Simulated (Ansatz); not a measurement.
System: hydrogen isocyanide, CHN, net charge 0, singlet state. SMILES: [C-]#[NH+]
Structure (B3LYP-D3(BJ)/def2-TZVP (Ansatz, a quantum-chemistry and plane-wave program) minimum search):
```xyz
3

C      0.0000     0.0000    -0.7364
N      0.0000     0.0000     0.4276
H      0.0000     0.0000     1.4250
```

Computed values are from Ansatz. Correlated levels leave the core frozen unless marked. UHF or UKS for open shells. No spin-orbit coupling. Non-relativistic. Basis-set limits of correlation are two-point, X^-3; Hartree-Fock from the larger set (for Q and 5 zeta extrapolated as (X+1)exp(-9√X)).

| Property | Value |
|---|---|
| atomisation energy De | 296.5 kcal/mol at CCSD(T)/CBS(cc-pVQZ,cc-pV5Z) |
| total energy | -93.2927 Eh at CCSD(T)/CBS(cc-pVQZ,cc-pV5Z) |
| dipole moment | 3.15 D at CCSD(T)/aug-cc-pVDZ |
| T1 diagnostic | 0.016 at CCSD/cc-pV5Z |
| measured enthalpy of formation, 298 K | 45.9 kcal/mol (Active Thermochemical Tables 1.112 (ions: stationary electron), as tabulated in the package chemicals) |
| measured dipole moment | 3.05 D (NIST CCCBDB, as tabulated in the package chemicals; older table, unchecked) |
